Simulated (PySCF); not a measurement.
Species: C4H4F2.
SMILES: `C#CCC(F)F`

Torsions of this conformer, `[CH:1]#[C:2][CH2:3][CH:4]([F:5])[F:6]`: C2–C3–C4–F5 178°.

The closed-shell ground state was solved at several levels (PySCF, density fitting, gas phase, non-relativistic). One conformer (not necessarily the lowest) at the PBE0-D3(BJ)/def2-SVP geometry, without solvent, vibrations or thermal averaging.

```
           level  basis functions  HOMO (eV)  LUMO (eV)  gap (eV)  dipole (D)
     B3LYP/pcJ-1              202      -7.90       0.44      8.34        1.75
wB97X-D/pcSseg-2              272     -10.05       2.19     12.24        1.78
   PBE0/pcSseg-1              122      -8.16       0.69      8.85        1.75
```

Question: Estimate the row for CAM-B3LYP/def2-SVPD, a basis of 158 functions; the other rows only guide the guess.

Answer: HOMO -9.59 eV, LUMO 1.22 eV, gap 10.81 eV, dipole 1.91 D.

Question: Over all these levels, which gives the widest orbital gap and which the narrowest?

Answer: wB97X-D/pcSseg-2 (range-separated hybrid) has the widest, 12.24 eV, and B3LYP/pcJ-1 (global hybrid, 20 % exact exchange) the narrowest, 8.34 eV. Functional and basis both differ between the two, so the spread mixes both effects.

Question: How far do the dipole and the HOMO energy spread over the levels?

Answer: The dipole runs from 1.75 to 1.91 D (mean 1.80 D) and the HOMO from -10.05 to -7.90 eV.
